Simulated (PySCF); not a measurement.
# Ionisation energy of O by level of theory

O [He] 2s2 2p4 (3P) → O⁺ [He] 2s2 2p3 (4S), as a difference of total energies. Calculation: PySCF 2.14, in x2c-SVPall; scalar relativity by spin-free X2C-1e. Correlated levels: valence: 1s2 frozen. The calculations carry no spin-orbit coupling.

```json
{"method": "UHF", "ionisation energy (eV)": "12.072", "error (eV)": "-1.536"}
{"method": "M06-2X", "ionisation energy (eV)": "13.621", "error (eV)": "+0.013"}
{"method": "r2SCAN", "ionisation energy (eV)": "13.643", "error (eV)": "+0.035"}
{"method": "MP2 (valence)", "ionisation energy (eV)": "12.953", "error (eV)": "-0.655"}
{"method": "SCS-MP2 (valence)", "ionisation energy (eV)": "12.975", "error (eV)": "-0.633"}
{"method": "CCSD (valence)", "ionisation energy (eV)": "12.961", "error (eV)": "-0.647"}
{"method": "CCSD(T) (valence)", "ionisation energy (eV)": "12.969", "error (eV)": "-0.639"}
```

Reference: 13.608 eV (measured; NIST levels, between the centres of gravity of the two terms).

Errors of the correlated levels include the incompleteness of this basis and the frozen core.
